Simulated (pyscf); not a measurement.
Optimised with ωB97X-D3(BJ)/def2-SVP in PySCF.

Q: PBE/def2-TZVP puts the barrier of H₂N–Hf(Cl)(Cl)–NH–SiH₂–OH (SMILES [NH2][Hf]([Cl])([Cl])[NH][SiH2]O) + H₂ (SMILES [H][H]) -> H₂N–Hf(NH₂)(Cl)–Cl (SMILES [NH2][Hf]([NH2])([Cl])[Cl]) + HO–SiH₃ (SMILES O[SiH3]) (four-centre exchange; singlet surface; N–Si, H–H broken, H–N, H–Si formed) at 50.2 kcal/mol and the reaction energy at +15.6 kcal/mol, from the separated reactants. What do PBE0-D3(BJ)/def2-TZVP, M06-2X/def2-TZVP, ωB97M-D3(BJ)/def2-TZVP give on the same structures?

A: PBE0-D3(BJ): ΔE‡ = 53.5 kcal/mol, ΔE = +19.9 kcal/mol; M06-2X: ΔE‡ = 63.0 kcal/mol, ΔE = +25.6 kcal/mol; ωB97M-D3(BJ): ΔE‡ = 58.5 kcal/mol, ΔE = +20.8 kcal/mol. PBE's barrier lies under all of them, by 3.3 to 12.8 kcal/mol. Its reaction energy lies under all of them, by 4.4 to 10.0 kcal/mol. Much of the shift in the barrier follows the reaction energy. On the reactant side the descent ends in an adduct with a Hf–Si contact, 6.4 kcal/mol over the separated species and 53.2 kcal/mol under the saddle at ωB97X-D3(BJ)/def2-TZVP. On the product side the descent ends in an adduct with a H–Hf contact (not fully relaxed), 7.5 kcal/mol under the separated species and 40.4 kcal/mol under the saddle at ωB97X-D3(BJ)/def2-TZVP. At the saddle there is also a short H–Si contact that neither side keeps. H₂N–Hf(Cl)(Cl)–NH–SiH₂–OH is closed by a dative Hf–Si, Hf–O contact. This is the saddle that the search found; another between the same sides may lie lower. Elements past Kr carry the def2 core potentials, without spin-orbit coupling.
